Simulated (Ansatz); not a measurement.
A run of Ansatz (development build ahead of 0.2.0) on singlet O3 at this shape:

```xyz
3

O     0.0000    1.1038   -0.2285
O     0.0000    0.0000    0.4571
O     0.0000   -1.6557   -0.5714
```

Its results:

```
Converged                       : yes
Total energy                    : -225.40673 hartree
Spin squared of the determinant : 1.790
Stability test                  : minimum
```

**Question.** Which input gives this output? Name the method, the orbitals and the basis set, and write the input.

**Answer.** ωB97X (unrestricted) in pcseg-2.

```yaml
crystal:
  periodic: [false, false, false]
  atoms:
    - { symbol: O, position_ang: [0.0, 1.10381, -0.22854] }
    - { symbol: O, position_ang: [0.0, 0.0, 0.45708] }
    - { symbol: O, position_ang: [0.0, -1.65572, -0.57135] }
basis:
  gaussian: { orbitals: pcseg-2 }
magnetization:
  spin_polarized: true
hamiltonian:
  xc: { name: wB97X }
```

Caution: the unrestricted determinant is a mixture of spin states.
